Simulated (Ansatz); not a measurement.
**CHPSi (quintet): the correlation ladder, cc-pVDZ**

An exercise on one series of results from a longer session: the logs are not shown, and one member is left open.

Computed with Ansatz 0.2.0, Gaussian basis. Level: cc-pVDZ, core rule «outside noble gas», up to 11 orbitals frozen.

To be run: UHF; CCSD(T) on ROHF; CCSD(T) on UHF; BCCD(T) on ROHF; CISD; CCSDT(Q) on ROHF; CCSDT(Q) on UHF.

26 further runs of the same task are left out: 9 that didn't finish, 17 set aside as unsound or not needed.

## What is computed

The geometry is a PBE0/def2-TZVP stationary point (not a proven minimum) of the parent state, kept for this charge and spin.

4 atoms, charge 0, spin multiplicity 5.

Atoms are counted from 1 here; the program's logs count them from 0.

Bond lengths: C1–P2 1.665 Å, C1–Si3 1.735 Å, P2–H4 1.429 Å. Angles: P2–C1–Si3 173.1°, C1–P2–H4 97.1°.

Set-up of the first run:

File in.yaml:

```yaml
crystal:
  periodic: [false, false, false]
  atoms:
    - {symbol: C, position_ang: [0.000000, -0.067716, -0.064015]}
    - {symbol: P, position_ang: [0.000000, 0.084627, 1.593591]}
    - {symbol: Si, position_ang: [0.000000, -0.017314, -1.798234]}
    - {symbol: H, position_ang: [0.000000, -1.311212, 1.898587]}
basis:
  gaussian: {orbitals: cc-pVDZ}
magnetization: {spin_polarized: true, initial_magnetization: 4}
hamiltonian: {xc: hf}
output: {orbitals: {seedname: orbitals}}
```

Run with:

```console
> ansatz run in.yaml --threads 1 --pin off --events-out ev --progress --plain --max-ram 2393MiB
```

Steps of the session up to this table: UHF; CCSD(T) on ROHF; CCSD(T) on UHF; BCCD(T) on ROHF; CISD; CCSDT(Q) on ROHF; CCSDT(Q) on UHF.

One of the session's tables, all rows but one given; the rest of the session is left out.

It belongs to the step «Misses and costs». 

```
   method  from RCCSDT(Q) (meV)
     ROHF                     ?
      UHF               +8494.6
     RMP2               +1579.3
     UMP2               +1834.8
     CISD               +1429.5
    RCCSD                +526.4
    UCCSD                +506.2
 RCCSD(T)                +112.5
 UCCSD(T)                +113.6
  BCCD(T)                +102.5
   RCCSDT                 +42.3
   UCCSDT                 +36.8
RCCSDT(Q)                     0
UCCSDT(Q)                  -6.2
```

**Question.** Estimate the row for ROHF.

**Answer.** from RCCSDT(Q) (meV): +8834.0. In the column «from RCCSDT(Q) (meV)» it is the highest.

Limits of these values: Warnings: spin contamination; large T1 diagnostic. Restricted and unrestricted rows rest on different reference determinants; where their highest levels disagree by more than a few hundredths of an eV, they describe different states and don't form one ladder.
